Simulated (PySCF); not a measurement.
Spectrum to structure. Computed with TDDFT wB97X-D/def2-SVPD, vertical, gas phase, core orbitals frozen in the response (PySCF 2.14.0, density-fitted response routines). Geometries: GFN2-xTB, one conformer each.

```
state  ν̃ (cm⁻¹)       f  main configurations (H = HOMO, L = LUMO)
   S1      53090   0.028                    H→L (75%), H→L+1 (14%)
   S2      56010  0.0001                               H→L+3 (90%)
   S3      56990   0.364                               H→L+2 (95%)
   S4      58980   0.010                  H→L+1 (70%), H→L+4 (13%)
   S5      64970   0.012       H→L+6 (33%), H→L+4 (28%), H→L (14%)
   S6      65120   0.027                               H→L+5 (93%)
   S7      67120  0.0028     H→L+4 (34%), H→L+6 (30%), H→L+7 (24%)
   S8      71500   0.022   H→L+7 (54%), H→L+6 (13%), H-2→L+2 (12%)
```

Orbital energies (eV): HOMO-3 -12.04, HOMO-2 -11.23, HOMO-1 -11.21, HOMO -8.20, LUMO 2.47, LUMO+1 2.85, LUMO+2 2.93.

Question: Which structure fits? All have the formula C5H10O.
A. `C[C@@H]1C[C@H]1CO`
B. `OC1CCCC1`
C. `C/C=C/OCC`

Answer: C. Its S1, at 6.58 eV, is the lowest among the candidates; the nearest of the others has S1 at 7.20 eV. S1 is HOMO→LUMO (75%), HOMO→LUMO+1 (14%). Löwdin shares by element: HOMO carbon 62% or more, oxygen 25%; LUMO carbon 43% or more, hydrogen 8% or more (atoms not listed hold the other 49%). At the same level the other candidates give, for their lowest levels:
- `C[C@@H]1C[C@H]1CO`: 7.34 eV (f 0.010); 8.05 eV (f 0.000); 8.40 eV (f 0.021); 8.45 eV (f 0.020); 8.51 eV (f 0.028); T1 7.09 eV; HOMO -9.70, LUMO 2.32 eV
- `OC1CCCC1`: 7.20 eV (f 0.006); 8.42 eV (f 0.041); 8.59 eV (f 0.009); 8.65 eV (f 0.013); 9.04 eV (f 0.004); T1 6.98 eV; HOMO -9.64, LUMO 2.27 eV

The values belong to the conformer `[CH3:1]/[CH:2]=[CH:3]/[O:4][CH2:5][CH3:6]`: C2–C3–O4–C5 0°, C3–O4–C5–C6 180°.
Triplets come from the Tamm–Dancoff approximation.
